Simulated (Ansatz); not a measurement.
C3H5N (`CC1=CN1`). Charge 0, multiplicity 1. The structure was optimised at the PBE0-D4/def2-TZVP level.

```xyz
9

C     1.051   -0.754    0.019
C    -0.067    0.177   -0.054
C    -0.757    1.171   -0.448
N    -1.255    0.494    0.804
H     1.515   -0.690    1.009
H     0.706   -1.784   -0.110
H     1.799   -0.533   -0.744
H    -0.977    2.057   -1.012
H    -2.015   -0.139    0.536
```

(1) What is the dipole moment at PBE/def2-TZVPP? (An estimate is asked.)

(2) And with r2SCAN, B3LYP, ωB97M-V? (Best estimate.)

(3) Give the Mulliken charges with PBE, ωB97M-V, B3LYP in def2-TZVPP. (Estimate.)

## Answers

(1) Ansatz gave: 2.13 D, with components (0.91, -0.94, -1.69) D in this frame, pointing from negative to positive charge.

(2) The calculation gave: r2SCAN 2.19 D, B3LYP 2.20 D, ωB97M-V 2.23 D.

(3) The calculation gave: 
```tsv
atom	PBE	ωB97M-V	B3LYP
C1	-0.16	-0.24	-0.17
C2	0.03	0.08	0.04
C3	-0.15	-0.15	-0.13
N4	-0.35	-0.36	-0.38
H5	0.11	0.12	0.11
H6	0.10	0.11	0.10
H7	0.10	0.11	0.09
H8	0.18	0.20	0.21
H9	0.15	0.12	0.14
```

B3LYP here is the variant with VWN-RPA as its local correlation; programs differ in this.
